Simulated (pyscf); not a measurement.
Structures and frequencies: ωB97X-D3(BJ)/def2-SVP in PySCF. MP2 and CC: frozen core, UHF for open shells. ΔMP2 is the change of the MP2 total energy from the triple- to the quadruple-zeta basis.

Task: Estimate the classical barrier height and the reaction energy of H₂N–GaH–NH₂ → ammonia (NH₃) + HN=GaH at CCSD(T)/def2-TZVPP + ΔMP2(QZVPP). The step runs on the singlet surface, breaks Ga–N, H–N and forms H–N; take the reactant's lowest minimum found as zero.

Result: ΔE‡ = 51.6 kcal/mol, ΔE = +63.8 kcal/mol. Zero-point energy shifts the barrier by -1.4 kcal/mol. It is an elimination, with an imaginary mode of 1373i cm⁻¹. On the product side the descent ends in an adduct with a Ga–N contact, 24.4 kcal/mol under the separated species and 8.7 kcal/mol under the saddle at ωB97X-D3(BJ)/def2-TZVP. At CCSD(T) the saddle lies under the separated products, which points to a path from their complex (located at ωB97X-D3(BJ) alone), and parting the products costs more than the saddle. What is counted as broken (Ga–N) persists as a longer contact in the product adduct; parting that adduct is a step of its own. At ωB97X-D3(BJ)/def2-TZVP the barrier from the zero used here is 53.8 kcal/mol. HN=GaH lies 50.8 kcal/mol over its isomer H₂N–Ga [singlet] (electronic energy, ωB97M-D3(BJ)/def2-TZVP). One saddle was located; it need not be the lowest between these sides. The CCSD(T) − MP2 part came from Ansatz, without density fitting, on the same reference. The frozen core leaves the outer d or s,p core shells of the metals and heavy elements correlated in the MP2 and CC values, and def2-TZVPP describes them poorly, which can shift differences by a few kcal/mol. Elements up to Kr have no core potential and no relativistic terms here.
